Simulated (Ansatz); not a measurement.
Predict the output of the script below (Ansatz's Python interface).

`freq.py`:
```python
"""Vibrations and zero-point energy of CH3O(-)."""

import itertools

import ansatz
from ase import Atoms
from ase.data import atomic_numbers, covalent_radii
import numpy as np

atoms = Atoms(["C", "O", "H", "H", "H"], positions=[
    [0.03316, -0.0266, -0.0081],
    [1.02177, -0.82433, -0.25066],
    [-1.02276, -0.49108, -0.10185],
    [-0.04155, 0.90457, -0.69124],
    [0.00937, 0.43745, 1.05184],
])
ch3o = ansatz.Crystal.molecule_from_ase(atoms)

model = ch3o.calculation().basis(gaussian="cc-pVDZ").functional("pbe").charge(-1)
symbols = [site.symbol for site in ch3o.cartesian_sites]
start = np.array([site.position_ang for site in ch3o.cartesian_sites], dtype=float)
def progress(event):
    if event["event"] == "relax_step":
        row = event["data"]
        print(f"step {row['step']:3d}  E = {row['lagrangian_ev']:.6f} eV  largest force component {row['allowed_force_max_ev_ang']:.4f} eV/A")


report = model.relax(force_tolerance=0.003).session().plan().execute(on_event=progress).report
end = np.array(report["positions_ang"])

# pairs closer than 1.2 times the sum of covalent radii, before or after
radius = [covalent_radii[atomic_numbers[s]] for s in symbols]
span = lambda where, i, j: np.linalg.norm(where[i] - where[j])
bonded = [(i, j) for i, j in itertools.combinations(range(len(symbols)), 2) if min(span(start, i, j), span(end, i, j)) < 1.2 * (radius[i] + radius[j])]
print("pair        before    after (A)")
for i, j in bonded:
    print(f"{symbols[i]}{i}-{symbols[j]}{j}".ljust(10), f"{span(start, i, j):8.4f} {span(end, i, j):8.4f}")
for first, second in list(itertools.combinations(bonded, 2)):
    shared = set(first) & set(second)
    if shared and symbols[(j := shared.pop())] != "H":
        i, k = sorted((set(first) | set(second)) - {j})
        u, v = end[i] - end[j], end[k] - end[j]
        angle = np.degrees(np.arccos(np.clip(u @ v / np.linalg.norm(u) / np.linalg.norm(v), -1, 1)))
        print(f"final angle {symbols[i]}{i}-{symbols[j]}{j}-{symbols[k]}{k}: {angle:.2f} deg")

# frequencies need a stationary point, so they are taken at the relaxed geometry
minimum = ansatz.Crystal.molecule()
for symbol, place in zip(symbols, end):
    minimum = minimum.atom(symbol, place.tolist())
vibrating = (
    minimum.calculation()
    .basis(gaussian="cc-pVDZ")
    .functional("pbe")
    .charge(-1)
    .phonons(temperatures=(100, 500, 100))
)
vib = vibrating.run().report["vibrations"]
sums = vib["harmonic_sums"]
modes = [m["omega_inv_cm"] for m in sums["modes_at_gamma"] if m["rigid_motion"] == "no"]
print("frequencies (1/cm):", " ".join(f"{w:.0f}" for w in modes))
print("imaginary modes:", sum(w < 0 for w in modes), " zero-point energy:", round(sums["zero_point_energy_ev"], 4), "eV")
print("T (K)   F_vib (eV)   S_vib (meV/K)   C_vib (meV/K)")
for row in zip(sums["temperatures_k"], sums["vibrational_free_energy_ev"], vib["entropy_ev_per_k"], vib["heat_capacity_ev_per_k"]):
    print(f"{row[0]:6.1f} {row[1]:11.4f} {1000 * row[2]:13.4f} {1000 * row[3]:15.4f}")
```

```console
$ python freq.py
step   1  E = -3127.666814 eV  largest force component 0.8725 eV/A
step   2  E = -3127.743284 eV  largest force component 0.4934 eV/A
step   3  E = -3127.743869 eV  largest force component 0.6590 eV/A
step   4  E = -3127.751306 eV  largest force component 0.0106 eV/A
step   5  E = -3127.751326 eV  largest force component 0.0027 eV/A
pair        before    after (A)
C0-O1        1.2933   1.3000
C0-H2        1.1574   1.1923
C0-H3        1.1573   1.1923
C0-H4        1.1573   1.1923
final angle O1-C0-H2: 118.91 deg
final angle O1-C0-H3: 118.91 deg
final angle O1-C0-H4: 118.91 deg
final angle H2-C0-H3: 98.60 deg
final angle H2-C0-H4: 98.60 deg
final angle H3-C0-H4: 98.59 deg
frequencies (1/cm): 1163 1163 1272 1323 1323 1527 2026 2026 2319
imaginary modes: 0  zero-point energy: 0.8767 eV
T (K)   F_vib (eV)   S_vib (meV/K)   C_vib (meV/K)
 100.0      0.8767        0.0000          0.0000
 200.0      0.8767        0.0006          0.0049
 300.0      0.8763        0.0085          0.0441
 400.0      0.8745        0.0309          0.1190
 500.0      0.8697        0.0667          0.2056
```

Caveats:
- Total energies depend on the basis set; only differences at equal settings carry meaning.
- The frequencies are harmonic and unscaled, in a modest basis.
- Anions want diffuse functions, which this basis lacks.
- The whole script took 16 s on 1 thread of Arm Neoverse V1, with other jobs on the host, peak memory 0.17 GiB.
